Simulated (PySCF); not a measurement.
A run for PySCF: D3(BJ) and D4 dispersion corrections on H2O (SMILES O).

```python
from pyscf import gto
from pyscf.dispersion import dftd3, dftd4

mol = gto.M(
    atom='''
    O     0.00000000   -0.05786571   -1.47979303
    H     0.00000000    0.82293384   -1.85541474
    H     0.00000000    0.07949567   -0.51934253
    ''',
    basis='def2-svp',
    charge=0, spin=0, verbose=0, max_memory=1800)
d3, d4 = {}, {}
for xc in ['hf', 'pbe', 'blyp', 'revpbe', 'tpss', 'r2scan', 'b3lyp', 'pbe0', 'bhlyp', 'camb3lyp', 'b2plyp']:
    d3[xc] = float(dftd3.DFTD3Dispersion(mol, xc=xc, version='d3bj', atm=False).get_dispersion()['energy'])
    print(f'D3(BJ) {xc:10s} {d3[xc]:14.8f} Eh')
for xc in ['hf', 'pbe', 'blyp', 'revpbe', 'tpss', 'r2scan', 'b3lyp', 'pbe0', 'bhlyp', 'camb3lyp', 'b2plyp']:
    d4[xc] = float(dftd4.DFTD4Dispersion(mol, xc={'camb3lyp': 'cam-b3lyp'}.get(xc, xc), atm=True).get_dispersion()['energy'])
    print(f'D4     {xc:10s} {d4[xc]:14.8f} Eh')
```

Output:

```
D3(BJ) hf            -0.00450274 Eh
D3(BJ) pbe           -0.00035945 Eh
D3(BJ) blyp          -0.00071919 Eh
D3(BJ) revpbe        -0.00106192 Eh
D3(BJ) tpss          -0.00042044 Eh
D3(BJ) r2scan        -0.00008484 Eh
D3(BJ) b3lyp         -0.00057385 Eh
D3(BJ) pbe0          -0.00027687 Eh
D3(BJ) bhlyp         -0.00040943 Eh
D3(BJ) camb3lyp      -0.00021234 Eh
D3(BJ) b2plyp        -0.00023429 Eh
D4     hf            -0.00098436 Eh
D4     pbe           -0.00019602 Eh
D4     blyp          -0.00047344 Eh
D4     revpbe        -0.00095034 Eh
D4     tpss          -0.00026742 Eh
D4     r2scan        -0.00004691 Eh
D4     b3lyp         -0.00031063 Eh
D4     pbe0          -0.00015689 Eh
D4     bhlyp         -0.00018255 Eh
D4     camb3lyp      -0.00014989 Eh
D4     b2plyp        -0.00013398 Eh
```

The run finished.

Cost: very roughly 0.020 core-seconds.
